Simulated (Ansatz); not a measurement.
Consider the atomization: `CNC#CCF` → 4 C• + F• + 6 H• + N•.

Gas-phase electronic energies from Ansatz, PBE0-D4/def2-TZVP geometries. CCSD(T)/CBS is the MP2 limit (def2-TZVPP, def2-QZVPP) plus CCSD(T) − MP2 in def2-TZVPP, frozen cores. This one scheme is used for every species, atoms too. Functionals use def2-TZVPP. No spin–orbit coupling; open shells (•) take unrestricted orbitals. Spin–orbit coupling would lower the free atoms: a little for C, F.

**Question.** What is ΔE at CCSD(T)/CBS? (An estimate is asked.)

**Answer.** The calculation gave: +1163.0 kcal/mol.

**Question.** What do these levels give: r2SCAN-D4, ωB97X-V, r2SCAN, MP2/def2-TZVPP, CCSD(T)/def2-TZVPP, MP2/def2-QZVPP? (Best estimate.)

**Answer.** The calculation gave: r2SCAN-D4 1169.4, ωB97X-V 1168.2, r2SCAN 1168.3, MP2/def2-TZVPP 1160.2, CCSD(T)/def2-TZVPP 1131.4, MP2/def2-QZVPP 1178.8 kcal/mol.

Largest T1 diagnostic among the species: 0.012.

The D4 term adds +7.0 kcal/mol with B3LYP and +3.7 kcal/mol with PBE0; it sums over pairs of atoms, weighted by their polarisabilities, and B3LYP, whose exchange is more repulsive, gets the larger term. From PBE to PBE0 (25 % exact exchange), in def2-TZVPP and without D4, ΔE moves by −30.8 kcal/mol: exact exchange takes away binding that semilocal exchange gives to molecules. In def2-TZVPP, CCSD(T) changes the Hartree–Fock value by +308.9 kcal/mol (the triples alone add +20.8 kcal/mol) and MP2 by +337.7 kcal/mol; breaking electron pairs costs correlation energy, which Hartree–Fock lacks.

B3LYP here is the variant with VWN-RPA as its local correlation; programs differ in this.

For atomizations the MP2-based limit and the directly extrapolated one differ by several kJ/mol either way, and by 10 to 25 for some Ge, Se and Sn compounds, so smaller differences from it don't rank the levels.
